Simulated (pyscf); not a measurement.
hydrogen fluoride (HF) + F–GeH₂–F -> F–GeH₂–F + hydrogen fluoride (HF) (four-centre exchange; singlet surface; F–H, F–Ge broken, F–Ge, F–H formed). Structures and frequencies: ωB97X-D3(BJ)/def2-SVP in PySCF. Energies in kJ/mol from the separated reactants.

```csv
level,barrier,reaction energy
PBE/def2-TZVP,43.6,0.0
r²SCAN/def2-TZVP,47.4,0.0
PBE0-D3(BJ)/def2-TZVP,55.6,0.0
M06-2X/def2-TZVP,60.1,0.0
ωB97M-D3(BJ)/def2-TZVP,…,0.0
HF/def2-TZVP,…,0.0
```

Problem. What belongs in the gaps?

Solution. 
- ωB97M-D3(BJ)/def2-TZVP, barrier: 59.6
- HF/def2-TZVP, barrier: 120.5

The functionals in the table span 16.6 kJ/mol in this barrier, from PBE to M06-2X. On the reactant side the descent ends in a complex, 27.2 kJ/mol under the separated species and 88.3 kJ/mol under the saddle at ωB97X-D3(BJ)/def2-TZVP. On the product side the descent ends in a complex, 22.3 kJ/mol under the separated species and 83.4 kJ/mol under the saddle at ωB97X-D3(BJ)/def2-TZVP. One saddle was located; it need not be the lowest between these sides. Elements up to Kr have no core potential and no relativistic terms here.
